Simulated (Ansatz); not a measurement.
Compare A (`N=CC1CO1`) with its isomer B (`NC1(O)C=C1`).

Isolated molecules relaxed with PBE0-D4/def2-TZVP in Ansatz; ΔE leaves out vibrations. CBS: MP2 limit from def2 TZ/QZ plus the TZ coupled-cluster correction, frozen cores. Functionals use def2-TZVPP. B3LYP here is the variant with VWN-RPA as its local correlation; programs differ in this. Each species was taken in one conformer, which may not be the lowest.

A:

```xyz
10

N     1.1605    1.7087    0.5254
C     0.7009    0.5329    0.5612
C    -0.5678    0.2013   -0.1124
C    -0.7321   -1.1065   -0.7533
O    -1.3280   -0.8373    0.4948
H     2.0466    1.7721    1.0238
H     1.1803   -0.3112    1.0753
H    -1.1368    1.0494   -0.4836
H    -1.4140   -1.1909   -1.5954
H     0.0903   -1.8184   -0.7358
```

B:

Z-matrix (Å, degrees):
```
C
O 1 1.398
C 1 1.471 2 120.7
N 1 1.437 2 109.0 3 -148.1
C 1 1.470 2 117.0 3 60.7
H 2 0.964 1 106.1 3 110.2
H 3 1.080 1 148.5 2 -75.0
H 4 1.011 1 110.9 2 174.5
H 4 1.014 1 110.4 2 -65.3
H 5 1.080 1 148.4 2 67.2
```

Q: Which isomer does CCSD(T)/CBS put lower? Give the gap. (Estimate.)

A: Computed: A, by 66.5 kJ/mol.

Q: Give E(B) − E(A) in kJ/mol with r2SCAN-D4, PBE-D4, B3LYP, B2PLYP, CCSD/def2-TZVPP, CCSD(T)/def2-TZVPP, PBE0-D4. (Best estimate.)

A: Ansatz gave: r2SCAN-D4 73.3, PBE-D4 72.4, B3LYP 78.0, B2PLYP 76.3, CCSD/def2-TZVPP 75.6, CCSD(T)/def2-TZVPP 76.0, PBE0-D4 67.5. None reverses the order clearly.

Q: Does the order hold for the free energy at 298.15 K (harmonic terms from PBE0-D4)? (An estimate is asked.)

A: Computed: Yes: G(B) − G(A) = +63.1 kJ/mol, for one conformer each.

Largest T1 diagnostic: 0.012.

At CCSD(T), def2-SVP lies +12.3 kJ/mol from the extrapolated value and def2-TZVPP +9.5 kJ/mol. From BLYP to BHLYP (50 % exact exchange), in def2-TZVPP and without D4, E(B) − E(A) moves by −9.3 kJ/mol.
